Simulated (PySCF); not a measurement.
Compound: C5H10S.
Numbering: `[CH3:1][CH:2]([CH3:3])[C@H:4]1[CH2:5][S:6]1` (hydrogens: H7, H8, H9 on C1; H10 on C2; H11, H12, H13 on C3; H14 on C4; H15, H16 on C5)

The same species was optimised twice, with GFN2-xTB and with PBE0-D3(BJ)/def2-SVP (PySCF), and the same property calculations (PySCF, gas phase) were run on both structures.

| coordinate | GFN2-xTB | PBE0-D3(BJ)/def2-SVP | change |
| --- | --- | --- | --- |
| C5–S6 (Å) | 1.801 | 1.812 | +0.011 |
| C4–S6 (Å) | 1.808 | 1.816 | +0.008 |
| C2–C3 (Å) | 1.527 | 1.522 | -0.005 |
| C4–C5 (Å) | 1.481 | 1.478 | -0.003 |
| C1–C2 (Å) | 1.529 | 1.527 | -0.002 |
| C2–C4 (Å) | 1.511 | 1.513 | +0.002 |
| C2–C4–S6 (°) | 117.8 | 118.6 | +0.8 |
| C1–C2–C3 (°) | 111.2 | 111.9 | +0.7 |
| C3–C2–C4 (°) | 110.4 | 111.2 | +0.8 |
| C1–C2–C4 (°) | 109.3 | 109.9 | +0.6 |
| C4–S6–C5 (°) | 48.5 | 48.1 | -0.4 |
| C5–C4–S6 (°) | 65.5 | 65.8 | +0.3 |
| C4–C5–S6 (°) | 66.0 | 66.1 | +0.1 |
| C2–C4–C5 (°) | 120.5 | 120.5 | 0.0 |
| C1–C2–C4–C5 (°) | 83 | 83 | 0 |

Rotational constants: A = 5107, B = 1964, C = 1531 MHz (GFN2-xTB) against A = 5073, B = 1950, C = 1518 MHz (PBE0-D3(BJ)/def2-SVP). Point groups within 0.08 Å: C1 and C1. Atoms that the bonding makes alike are paired by their places after alignment.

On the GFN2-xTB structure: lowest singlet, TDDFT (eV) 4.83 [B3LYP/def2-SVPD]; lowest triplet, Tamm–Dancoff (eV) 4.43 [B3LYP/def2-SVPD]; isotropic polarisability (au) 80.1 [B3LYP/def2-SVPD]; HOMO (eV) -6.24 [B3LYP/def2-SVPD]; LUMO (eV) -0.06 [B3LYP/def2-SVPD]; dipole (D) 2.04 [B3LYP/def2-SVPD]; HOMO (eV) -6.45 [PBE0/pcSseg-1]; LUMO (eV) 0.44 [PBE0/pcSseg-1]; dipole (D) 2.10 [PBE0/pcSseg-1]; GIAO shielding of C1 (ppm) 162.9 [PBE0/pcSseg-1]; GIAO shielding of C2 (ppm) 145.1 [PBE0/pcSseg-1]; GIAO shielding of C3 (ppm) 161.9 [PBE0/pcSseg-1]; GIAO shielding of C4 (ppm) 142.1 [PBE0/pcSseg-1]; GIAO shielding of C5 (ppm) 159.4 [PBE0/pcSseg-1]; GIAO shielding of S6 (ppm) 713.4 [PBE0/pcSseg-1].

**Question.** What do these properties become on the PBE0-D3(BJ)/def2-SVP structure?

**Answer.** 
```tsv
property	level	on GFN2-xTB	on PBE0-D3(BJ)/def2-SVP	change
lowest singlet, TDDFT (eV)	B3LYP/def2-SVPD	4.83	4.81	-0.02
lowest triplet, Tamm–Dancoff (eV)	B3LYP/def2-SVPD	4.43	4.41	-0.02
isotropic polarisability (au)	B3LYP/def2-SVPD	80.1	81.2	+1.1
HOMO (eV)	B3LYP/def2-SVPD	-6.24	-6.28	-0.04
LUMO (eV)	B3LYP/def2-SVPD	-0.06	-0.11	-0.05
dipole (D)	B3LYP/def2-SVPD	2.04	2.06	+0.02
energy, GFN2-xTB geometry as zero (kcal/mol)	B3LYP/def2-SVPD	0.0	-1.0	-1.0
HOMO (eV)	PBE0/pcSseg-1	-6.45	-6.48	-0.03
LUMO (eV)	PBE0/pcSseg-1	0.44	0.38	-0.06
dipole (D)	PBE0/pcSseg-1	2.10	2.13	+0.03
energy, GFN2-xTB geometry as zero (kcal/mol)	PBE0/pcSseg-1	0.0	-0.5	-0.5
GIAO shielding of C1 (ppm)	PBE0/pcSseg-1	162.9	161.2	-1.7
GIAO shielding of C2 (ppm)	PBE0/pcSseg-1	145.1	144.3	-0.8
GIAO shielding of C3 (ppm)	PBE0/pcSseg-1	161.9	160.1	-1.8
GIAO shielding of C4 (ppm)	PBE0/pcSseg-1	142.1	139.8	-2.3
GIAO shielding of C5 (ppm)	PBE0/pcSseg-1	159.4	155.9	-3.5
GIAO shielding of S6 (ppm)	PBE0/pcSseg-1	713.4	710.7	-2.7
```

The heavy atoms differ by 0.019 Å rms after alignment. Among bonds between heavy atoms C5–S6 changes most (+0.011 Å). Changes are differences of the printed values. Neither structure is proved a minimum here.

Shape of the structure used: `[CH3:1][CH:2]([CH3:3])[C@H:4]1[CH2:5][S:6]1`: C1–C2–C4–C5 83°.
